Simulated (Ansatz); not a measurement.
# SiF− (triplet): wave-function methods side by side, aug-cc-pVDZ

One table from this session's results is given with a row withheld; the runs are named, their logs left out.

The runs use Ansatz 0.2.0, Gaussian basis; aug-cc-pVDZ, core rule «outside noble gas», up to 6 orbitals frozen.

To be run: UHF; CCSD(T) on ROHF; CCSD(T) on UHF; BCCD(T) on ROHF; CISD as a restricted active space (open shells left free, so some higher excitations enter); CCSDT(Q) on ROHF; CCSDT(Q) on UHF; CASSCF and MRCISD+Q, 12 electrons in 8 orbitals; CASSCF and NEVPT2, 12 electrons in 8 orbitals.

13 further runs of the same task are left out: 5 for a known fault of the program, 2 that didn't finish, 6 set aside as unsound or not needed. Runs told in other sessions of the task aren't counted.

### The system

The geometry is a PBE0/def2-TZVPD stationary point (not a proven minimum) of the parent state, kept for this charge and spin.

2 atoms, charge -1, spin multiplicity 3.

Atoms are counted from 1 here; the program's logs count them from 0.

Bond lengths: Si1–F2 1.692 Å.

Set-up of the first run:

Input file in.yaml:

```yaml
crystal:
  periodic: [false, false, false]
  atoms:
    - {symbol: Si, position_ang: [0.000000, 0.000000, 0.000000]}
    - {symbol: F, position_ang: [0.000000, 0.000000, 1.691600]}
basis:
  gaussian: {orbitals: aug-cc-pVDZ}
total_charge: -1
magnetization: {spin_polarized: true, initial_magnetization: 2}
hamiltonian: {xc: hf}
output: {orbitals: {seedname: orbitals}}
```

Launch:

```
$ ansatz run in.yaml --threads 1 --pin off --events-out ev --progress --plain --max-ram 2393MiB
```

Steps of the session up to this table: UHF; CCSD(T) on ROHF; CCSD(T) on UHF; BCCD(T) on ROHF; CISD as a restricted active space (open shells left free, so some higher excitations enter); CCSDT(Q) on ROHF; CCSDT(Q) on UHF; CASSCF and MRCISD+Q, 12 electrons in 8 orbitals; CASSCF and NEVPT2, 12 electrons in 8 orbitals.

One table of the session follows, with a row left open; its other results are not shown here.

It belongs to the step «Misses and costs». 

```
          method  from UCCSDT(Q) (kJ/mol)
            ROHF                   +814.0
             UHF                   +802.3
            RMP2                    +63.8
            UMP2                        ?
            CISD                    +84.7
           RCCSD                    +25.5
           UCCSD                    +25.3
        RCCSD(T)                     +3.6
        UCCSD(T)                     +3.6
         BCCD(T)                     +3.0
          RCCSDT                     +1.4
          UCCSDT                     +1.4
       RCCSDT(Q)                     +0.3
       UCCSDT(Q)                        0
  CASSCF valence                   +758.4
  NEVPT2 valence                   +140.9
  MRCISD valence                    +76.6
MRCISD+Q valence                    +15.1
```

Q: Estimate the row for UMP2 from the others.

As computed: from UCCSDT(Q) (kJ/mol): +66.8. In the column «from UCCSDT(Q) (kJ/mol)» it lies between RMP2 (+63.8) and MRCISD valence (+76.6).

Caveats from the session: Restricted and unrestricted rows rest on different reference determinants; a gap between their highest levels can come from leftover correlation error, from unlike frozen cores or from another state.
